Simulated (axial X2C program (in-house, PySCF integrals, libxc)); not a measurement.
NaF: from the spin-free to the two-component result

All values were computed with an axial X2C code built on PySCF integrals. Spin-free means the one-electron spin-free X2C Hamiltonian; two-component (2c) means X2C with spin–orbit coupling and atomic mean-field two-electron Coulomb and Gaunt terms, so the difference of the two also holds small scalar two-electron terms. Basis: Na dyall-cv3z [9s8p5d2f], F dyall-av3z [7s6p3d2f] (cores contracted in-house); Gaussian nuclei, density fitting, unrestricted open shells. Masses: Na 22.990 u, F 18.998 u.

Spin-free state: M_S = 0, Λ = 0 (closed shell); fragments Na + F.

```tsv
level	Re (Å)	ωe (cm⁻¹)	De (eV)	μ (D)
PBE0	1.929	531.6	4.643	-8.01
HF	1.921	548.2	2.902	-8.31
MP2	1.959	512.2	5.191	n/a
CCSD	1.947	524.1	4.753	n/a
CCSD(T)	1.952	517.9	4.892	n/a
r2SCAN	1.934	528.7	4.829	-8.03
```

Correlated methods: 8 electrons correlated (number of frozen shells: Na 2 s, 1 p; F 1 s), 218 virtual spin orbitals or spinors in MP2, 82 natural virtuals in coupled cluster.

Dipoles are positive if F is the positive end.

Two-component determinant lowest at the distance of the search:

Ω = 0 (closed shell); fragments Na + F.

```json
{"level": "PBE0", "Re (Å)": "1.930", "ωe (cm⁻¹)": "531.5", "De (eV)": "4.641", "μ (D)": "-8.01"}
{"level": "HF", "Re (Å)": "1.921", "ωe (cm⁻¹)": "548.1", "De (eV)": "2.890", "μ (D)": "-8.31"}
{"level": "MP2", "Re (Å)": "1.959", "ωe (cm⁻¹)": "512.1", "De (eV)": "5.180", "μ (D)": "n/a"}
{"level": "CCSD", "Re (Å)": "1.947", "ωe (cm⁻¹)": "524.1", "De (eV)": "4.741", "μ (D)": "n/a"}
{"level": "CCSD(T)", "Re (Å)": "1.952", "ωe (cm⁻¹)": "517.9", "De (eV)": "4.875", "μ (D)": "n/a"}
{"level": "r2SCAN", "Re (Å)": "1.934", "ωe (cm⁻¹)": "528.7", "De (eV)": "4.828", "μ (D)": "-8.02"}
```

**Question.** From the two tables, how do the constants change at the CCSD(T) level (2c against spin-free)?

**Answer.** At the CCSD(T) level Re is unchanged within 0.001 Å and ωe is unchanged to within 0.2 cm⁻¹; De changes by -0.017 eV.

One determinant describes the state; a PBE0 search over occupations chose it and may have missed a lower one. Closed shells are restricted here (equal orbitals for both partners); the stretched side of such a curve lies too high. Dissociation energies refer to the lowest single-determinant-based atoms at the same level and basis. Coupled cluster ran in a truncated set of natural virtual spinors; the MP2 energy of the rest was added. (T) has no such correction and the atoms are truncated less, which lowers De at CCSD(T) by a hundredth of an eV or more. In 2c an atomic determinant is not the ground J level, so De misses part of the atomic spin–orbit lowering. This holds for PBE0, r2SCAN. Without a current term, density functionals place determinants with orbital angular momentum somewhat too high.
